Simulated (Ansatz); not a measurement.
Cost and result for the atomization energy of C₃H₆OS (`SCC1CO1`) (11 atoms, 11 bonds).

Cartesian coordinates in Å:
```
S 0.169 0.835 2.161
C -0.561 -0.291 0.947
C 0.363 -0.573 -0.196
C 0.263 0.170 -1.446
O -0.227 -1.158 -1.345
H 0.302 1.886 1.335
H -0.766 -1.209 1.504
H -1.514 0.094 0.582
H 1.332 -0.987 0.079
H -0.502 0.938 -1.547
H 1.141 0.296 -2.073
```

Total charge 0; spin multiplicity 1. The structure was optimised at the PBE0-D4/def2-TZVP level. It is one conformer, not always the lowest. Program: Ansatz. All runs use 4 threads of an Arm Neoverse V1 on a shared host. Times are those of one run each, without the atoms' runs, and a repeat can differ threefold. Electronic energies, without spin–orbit coupling; frozen cores. CCSD(T)/CBS adds CCSD(T) − MP2 in def2-TZVPP to the MP2 limit, and its time is that of the two runs behind it. T1 = 0.011. HSE06 is the plane-wave form, built on full-range PBE exchange.

CCSD(T)/CBS is a level of theory with its own doubt, some kJ/mol a heavy atom from the limit and from the frozen cores, so smaller differences don't rank the functionals.

| level | functions | wall time | atomization (kcal/mol) | difference from CCSD(T)/CBS | per bond |
| --- | --- | --- | --- | --- | --- |
| LDA (SPW92)/def2-TZVPP | 250 | 1.2 s | 1173.4 | 167.0 | 15.2 |
| BLYP-D4/def2-TZVPP | 250 | 2.2 s | 1005.0 | -1.4 | -0.1 |
| PBE-D4/def2-TZVPP (with forces) | 250 | 2.4 s | 1038.4 | 32.0 | 2.9 |
| HSE06-D4/def2-TZVPP | 250 | 3 s | 1017.1 | 10.7 | 1.0 |
| BHLYP-D4/def2-TZVPP | 250 | 3 s | 969.5 | -36.9 | -3.4 |
| r2SCAN-D4/def2-TZVPP (with forces) | 250 | 4.7 s | 1012.1 | 5.7 | 0.5 |
| CCSD(T)/def2-SVP | 104 | 4.8 s | 954.6 | -51.8 | -4.7 |
| B2PLYP/def2-TZVPP | 250 | 5.5 s | 994.7 | -11.7 | -1.1 |
| B97M-V/def2-TZVPP | 250 | 9.5 s | 1011.3 | 4.9 | 0.4 |
| ωB97M-V/def2-TZVPP (with forces) | 250 | 11 s | 1012.1 | 5.7 | 0.5 |
| MP2/def2-QZVPP | 478 | 23 s | 1015.9 | 9.5 | 0.9 |
| CCSD(T)/def2-TZVPP | 250 | 2.5 min | 979.9 | -26.5 | -2.4 |
| CCSD(T)/CBS(def2) | – | 2.9 min | 1006.4 | 0.0 | 0.0 |

From r2SCAN to r2SCAN0 (25 % exact exchange), in def2-TZVPP and without D4, the atomization energy moves by −17.6 kcal/mol: exact exchange takes away binding that semilocal exchange gives to molecules. Leaving LDA and LC-ωPBE aside and taking each functional with its dispersion term where it has one, the values spread over 68.9 kcal/mol, from BHLYP-D4 to PBE-D4. LDA lies +140.0 kcal/mol from PBE without D4, its usual overbinding. The D4 term adds +8.1 kcal/mol with B3LYP and +4.2 kcal/mol with PBE0; it sums over pairs of atoms, weighted by their polarisabilities, and B3LYP, whose exchange is more repulsive, gets the larger term.

B3LYP here is the variant with VWN-RPA as its local correlation; programs differ in this.
